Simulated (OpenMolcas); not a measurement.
# PH2 (SMILES [PH2]): UHCTH407/ANO-R1 (DKH8)

Aim: the vertical electron affinity of PH2 at UHCTH407/ANO-R1 (DKH8), from 2 runs. 

Program for the calculation: OpenMolcas 26.06.

## (1) The molecule

PH2: 3 atoms, total charge 0, spin state doublet. SMILES: `[PH2]`. The shape is that of a GFN2-xTB optimisation.

Bond lengths: P1–H2 1.392 Å, P1–H3 1.392 Å. Angles: H2–P1–H3 91.4°.

## (2) A single-point energy at UHCTH407/ANO-R1 (DKH8)

Input file geom.xyz:

```xyz
3

P      0.514470    -0.302750     0.252680
H      0.111510     1.027360     0.172420
H     -0.625980    -0.724620    -0.425100
```

Input file job.inp:

```
&GATEWAY
COORD=geom.xyz
BASIS=ANO-R1
GROUP=NoSym
&SEWARD
RELATIVISTIC=R08O02
EXPERT
&SCF
UHF
SPIN=2
KSDFT=GGA_XC_HCTH_407
PRORBITALS=1 1
```

Launch:

```
$ export MOLCAS_MEM=1860
$ pymolcas job.inp > job.log
```

What it wrote:

```text
--- Start Module: gateway ---
[...]
--- Stop Module: gateway /rc=_RC_ALL_IS_WELL_ ---
--- Start Module: seward ---
[...]
 ###    WARNING:  EXPERT option is ON!                                       ###
 ###############################################################################
               SEWARD will generate:
[...]
      Basis functions           28
--- Stop Module: seward /rc=_RC_ALL_IS_WELL_ ---
[...]
--- Start Module: scf ---
[...]
       Convergence after  10 Iterations
[...]
::    Total KS-DFT energy                            -343.3787723856
[...]
      Total spin, S                                     0.5035124590
[...]
      Total electronic charge=   17.000000
      Total            charge=   -0.000000
[...]
      Dipole Moment (debye):
      Origin of the operator (angstrom)=    0.4673   -0.2750    0.2295
                   X= -5.5043E-01               Y=  3.2389E-01               Z= -2.7034E-01           Total=  6.9352E-01
      Quadrupole Moment (debye*angstrom):
[...]
--- Stop Module: scf /rc=_RC_ALL_IS_WELL_ ---
[...]
```

Run time: 3.6 s. Hardware: 1 thread of Arm Neoverse V1, shared host; peak memory 0.38 GiB.

## (3) The singlet anion

geom.xyz is that of step 2.

Input file job.input:

```
* H2P Kohn-Sham DFT
>>> EXPORT MOLCAS_PRINT=2

&GATEWAY
  Coord = geom.xyz
  Basis = ANO-R1
  Group = NoSym

&SEWARD
  Relativistic = R08O02
  Expert

&SCF
  Charge = -1
  KSDFT = GGA_XC_HCTH_407
  PrOrbitals = 1 1
```

Launch:

```
$ export MOLCAS_MEM=1860
$ pymolcas job.input > job.log
```

What it wrote:

```text
--- Start Module: gateway ---
[...]
--- Stop Module: gateway /rc=_RC_ALL_IS_WELL_ ---
--- Start Module: seward ---
[...]
 ###    WARNING:  EXPERT option is ON!                                       ###
 ###############################################################################
               SEWARD will generate:
[...]
      Basis functions           28
--- Stop Module: seward /rc=_RC_ALL_IS_WELL_ ---
[...]
--- Start Module: scf ---
[...]
       Convergence after  12 Iterations
[...]
::    Total KS-DFT energy                            -343.3937722411
[...]
      Total spin, S                                     0.0000000000
[...]
      Total electronic charge=   18.000000
      Total            charge=   -1.000000
[...]
      Dipole Moment (debye):
      Origin of the operator (angstrom)=    0.4673   -0.2750    0.2295
                   X= -3.4791E-01               Y=  2.0471E-01               Z= -1.7088E-01           Total=  4.3835E-01
      Center of Charge (angstrom)
[...]
--- Stop Module: scf /rc=_RC_ALL_IS_WELL_ ---
[...]
```

Wall time 3.6 s (1 thread of Arm Neoverse V1, shared host); peak memory 0.38 GiB.

## (4) What came out

Level: UHCTH407/ANO-R1 (DKH8).

| quantity | value |
| --- | --- |
| doublet PH2: total energy | -343.37877 Eh |
| doublet PH2: dipole moment | 0.69 D |
| doublet PH2: HOMO energy (highest over α and β) | -6.01 eV |
| doublet PH2: LUMO energy (lowest over α and β) | -4.07 eV |
| doublet PH2: ⟨S²⟩ | 0.757 |
| singlet anion: total energy | -343.39377 Eh |
| singlet anion: HOMO energy | 3.15 eV |
| singlet anion: LUMO energy | 5.04 eV |
| singlet anion: HOMO–LUMO gap (to an unbound level, set by the basis) | 1.89 eV |
| vertical electron affinity (to the singlet anion) | 0.408 eV |

**Reading.** At fixed nuclei the extra electron is bound by 0.41 eV (9.4 kcal/mol). The basis has no diffuse functions, so the error can be as large as this value. The HOMO (singlet anion) lies at positive energy, 3.15 eV, as semi-local functionals often give for anions; only total energies tell whether the electron is bound.
